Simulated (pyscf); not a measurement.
O=Ta(Cl)(Cl)–Cl (SMILES [O]=[Ta]([Cl])([Cl])[Cl]) + NH₃ (SMILES N) → H₂N–Ta(=O)(Cl)–Cl (SMILES [NH2][Ta](=[O])([Cl])[Cl]) + HCl (SMILES Cl) (four-centre exchange; singlet surface; Cl–Ta, H–N broken, N–Ta, Cl–H formed). Structures and frequencies: ωB97X-D3(BJ)/def2-SVP in PySCF. Energies in kJ/mol from the separated reactants.

```
level                   barrier  reaction energy
----------------------  -------  ---------------
ωB97X-D3(BJ)/def2-TZVP      [?]            +56.8
B3LYP-D3(BJ)/def2-TZVP     67.5            +48.9
PBE0-D3(BJ)/def2-TZVP      63.0            +49.8
M06-2X/def2-TZVP           65.3            +44.6
ωB97M-D3(BJ)/def2-TZVP     69.8            +45.3
HF/def2-TZVP                [?]              [?]
```

### Question
Some entries are withheld; supply them.

### Answer

- ωB97X-D3(BJ)/def2-TZVP, barrier: 65.1
- HF/def2-TZVP, barrier: 124.0
- HF/def2-TZVP, reaction energy: +49.4

The functionals in the table span 6.8 kJ/mol in this barrier, from PBE0-D3(BJ) to ωB97M-D3(BJ)/def2-TZVP. On the reactant side the descent ends in an adduct with a N–Ta contact (not fully relaxed), 122.3 kJ/mol under the separated species and 187.4 kJ/mol under the saddle at ωB97X-D3(BJ)/def2-TZVP. What is counted as formed (N–Ta) is already present as a longer contact in the reactant adduct; forming that adduct is a step of its own. This is the saddle that the search found; another between the same sides may lie lower. Elements past Kr carry the def2 core potentials, without spin-orbit coupling.
